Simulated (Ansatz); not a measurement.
singlet PHO: levels of theory in one basis

```xyz
3

H     0.0000    0.2963   -1.1756
P     0.0000   -0.6044   -0.0046
O     0.0000    0.3080    1.1802
```

Basis set: def2-SVP (spherical functions). Correlated methods keep 6 orbitals frozen. Charge 0, multiplicity 1.

Computed with Ansatz (development build ahead of 0.2.0); each method stands on the lowest determinant of its kind that the runs found.

| method | E − E(RHF) (eV) | <S²> of the determinant |
| --- | --- | --- |
| RHF | 0.00 | 0.00 |
| UHF | -0.04 | 0.24 |
| UHF-MP2 | -7.77 | 0.24 |
| RHF-CCSD(T) | -8.99 | – |
| UHF-CCSD(T) | -8.96 | 0.24 |

Task: What does RHF-MP2 give on the same scale?

Result: -8.27 eV.

Task: Is a single determinant a sound starting point here?

Result: Only with care. Unrestricted orbitals gain 0.04 eV and <S²> is 0.24 against 0.00 for a pure state, so spin symmetry breaks but gains little energy; restricted orbitals can still serve.

Caution for UHF, UHF-MP2, UHF-CCSD(T): the unrestricted determinant is spin contaminated.
